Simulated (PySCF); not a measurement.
Does the answer move with the share of exact exchange?

C3H6F2O.
InChI=1S/C3H6F2O/c1-6-3(5)2-4/h3H,2H2,1H3/t3-/m0/s1

Torsions of this conformer, `[CH3:1][O:2][C@H:3]([F:4])[CH2:5][F:6]`: C1–O2–C3–F4 -72°, O2–C3–C5–F6 -69°.

PySCF, pcSseg-2 basis, density fitting, gas phase, PBE0-D3(BJ)/def2-SVP geometry. One functional is left out:

```
functional  exact exchange (%)  HOMO energy (eV)  LUMO energy (eV)  dipole moment (D)
     B97-D                   0             -7.05              0.19              1.206
      BLYP                   0             -6.95              0.02              1.217
      BP86                   0             -7.12              0.20              1.205
       LDA                   0             -7.16             -0.05              1.260
      OPBE                   0             -6.95              0.12              1.155
       PBE                   0             -7.02              0.05              1.198
     B3LYP                  20             -8.41              0.43              1.270
      PBE0                  25             -8.64              0.76              1.258
  mPW1PW91                  25             -8.68              0.71              1.262
 BHandHLYP                  50            -10.25              1.21              1.334
```

Problem. Predict the row of B97-2 (21 % exact exchange) by straight lines through the other rows, and check it.

Solution. 
```csv
property,line,computed,computed − line,"B3LYP (20 %), for comparison"
HOMO energy (eV),-8.40,-8.36,+0.04,-8.41
LUMO energy (eV),0.57,0.78,+0.21,0.43
dipole moment (D),1.259,1.248,-0.011,1.270
```

Problem. Which of these properties follows the share of exact exchange most closely, and which least?

Solution. Most closely the HOMO energy, least the dipole moment; the correlations over the tabulated rows are HOMO energy -0.998, LUMO energy 0.975, dipole moment 0.856. The HOMO energy moves by -0.646 eV for every 10 %. Functionals with the same share still differ in their other parts: at 0 % BLYP and LDA differ by 0.21 eV in it.
